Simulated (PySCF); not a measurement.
Compound: C4H7FN (doublet state).
SMILES with atom numbers: `[F:1][C@H:2]1[CH2:3][CH2:4][N:5][CH2:6]1` (hydrogens: H7 on C2; H8, H9 on C3; H10, H11 on C4; H12, H13 on C6)

Cartesian coordinates in Å at the PBE0-D3(BJ)/def2-SVP level; atoms count from 1:
```
atom  x, y, z in Å
F1    -1.570    1.568    0.443
C2    -0.745    0.708   -0.238
C3     0.700    0.782    0.225
C4     1.210   -0.623   -0.099
N5     0.098   -1.541   -0.056
C6    -1.098   -0.757    0.034
H7    -0.835    0.944   -1.313
H8     0.692    0.959    1.313
H9     1.276    1.590   -0.246
H10    2.017   -0.974    0.567
H11    1.644   -0.670   -1.120
H12   -1.888   -1.168   -0.617
H13   -1.500   -0.821    1.068
```

The hyperfine couplings belong to this conformer and change with its torsions.

Theory: UKS B3LYP, IGLO-III on C F N, pcH-1 on H, non-relativistic, mean-field spin-orbit, GIAO (PySCF). One conformer (not necessarily the lowest) at the PBE0-D3(BJ)/def2-SVP geometry, without solvent, vibrations or thermal averaging. No stability test was run, so a lower SCF solution isn't excluded.

Q: Where do the isotropic ENDOR lines of N5, F1, H13, H11, H10, H12, H9, H8 and H7 fall at 1210.6 mT, to first order?

A: ν± = |νn ± a/2|, one line for each electron-spin manifold; νn = |g_N| × 7.62259 MHz/T × B.

| nuclei | isotope | g_N | νn (MHz) | a_iso (MHz) | lower line (MHz) | upper line (MHz) |
| --- | --- | --- | --- | --- | --- | --- |
| N5 | 14N | 0.4038 | 3.73 | 33.79 | 13.17 | 20.62 |
| F1 | 19F | 5.2577 | 48.52 | -3.25 | 46.89 | 50.14 |
| H13 | 1H | 5.5857 | 51.54 | 178.51 | 37.71 | 140.80 |
| H11 | 1H | 5.5857 | 51.54 | 162.99 | 29.95 | 133.04 |
| H10 | 1H | 5.5857 | 51.54 | 88.77 | 7.16 | 95.93 |
| H12 | 1H | 5.5857 | 51.54 | 83.91 | 9.59 | 93.50 |
| H9 | 1H | 5.5857 | 51.54 | -1.94 | 50.58 | 52.51 |
| H8 | 1H | 5.5857 | 51.54 | -1.26 | 50.91 | 52.17 |
| H7 | 1H | 5.5857 | 51.54 | -1.11 | 50.99 | 52.10 |

Q: Which pairs are centred on the nuclear Larmor frequency, and which on half the coupling?

A: Centred on νn, since |a| < 2νn: F1, H10, H12, H9, H8 and H7. Centred on |a|/2 and split by 2νn: N5, H13 and H11.

Q: At what field would the lower line of H10 fall to zero frequency?

A: Where νn = |a|/2, that is B = 44.38 MHz/(5.5857 × 7.62259 MHz/T) = 1040 mT, as far as first order holds there.
